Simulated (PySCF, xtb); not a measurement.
nitrogen (N2), SMILES N#N.

Harmonic wavenumbers (cm⁻¹) from GFN2-xTB run with xtb 6.7.1 at its own minimum, in rising order: 2439.

Problem. What does B3LYP-D3(BJ)/def2-TZVPD (PySCF) give at its own minimum? (An estimate is asked for; the answer gives what the named calculation found.)

Solution. 2454. Paired by order, the mean absolute difference is 14 cm⁻¹ and the zero-point energies are 3.5 and 3.5 kcal/mol.
